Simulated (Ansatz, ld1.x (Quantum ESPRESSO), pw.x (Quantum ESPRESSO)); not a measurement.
## Pb (Z = 82) (fcc): variants of one TM potential in the solid

ld1.x (Quantum ESPRESSO) 7.5 input, shortened:

```
&input
   title='Pb', zed=82., rel=1, dft='PBE', iswitch=3,
   config='[Xe] 4f14 5d10 6s2 6p2'
 /
 &inputp
   pseudotype=2, tm=.true., lloc=0,
   nlcc=.false.
 /
3
6P  2  1   2.00   0.00  1.90  1.90  0.0
5D  3  2  10.00   0.00  1.95  1.95  0.0
6S  1  0   2.00   0.00  2.10  2.10  0.0
 &test
   configts(1)='5d10 6s2 6p2'
 /
```

Crystal test: fcc Pb in pw.x 7.5, no spin, 11³ k-points, Fermi–Dirac smearing 0.01 Ry, cutoffs set for each file from its atomic test. The reference is all-electron LAPW (Ansatz 0.2.0) with the same functional, mesh and smearing; V0 and B0 come from Birch–Murnaghan fits to the pressures at five volumes. Errors are pseudo minus all-electron; Δ is the rms difference of the E(V) curves that follow from these fits, minima aligned, over ±6 % about the mean V0. Mesh and smearing are coarse, so the numbers serve the comparison and aren't converged zero-temperature values; the lattice is a test structure that the element need not adopt.

All-electron: a0 = 5.039 Å (V0 = 31.98 Å³/atom), B0 = 38.9 GPa.

2 further variants are left out: they gave no file fit for a test, a broken result, the same result as the base, or pressures whose basis-set error rivals the error shown.

| change | cutoffs (Ry) | pw.x | a0 (Å) | a0 error (%) | B0 error (%) | Δ (meV/atom) | mean pressure error (GPa) |
| --- | --- | --- | --- | --- | --- | --- | --- |
| base | 110/440 | converged | 5.054 | +0.30 | +0.4 | 2.5 | +0.36 |
| wave 6s (bound): rc 2.10 bohr becomes 6s (bound): rc 2.32 bohr | 110/440 | converged | 5.048 | +0.19 | +0.7 | 1.6 | +0.23 |
| wave 6s (bound): rc 2.10 bohr becomes 6s (bound): rc 2.96 bohr | 110/440 | converged | 4.973 | -1.31 | +3.6 | 10.8 | -1.46 |

(1) Give the row for: wave 6s (bound): rc 2.10 bohr becomes 6s (bound): rc 1.92 bohr.

Answers

(1) pw.x: converged; mean pressure error (GPa): +0.36; a0 (Å): 5.054; a0 error (%): +0.30; B0 error (%): +0.5; Δ (meV/atom): 2.5.
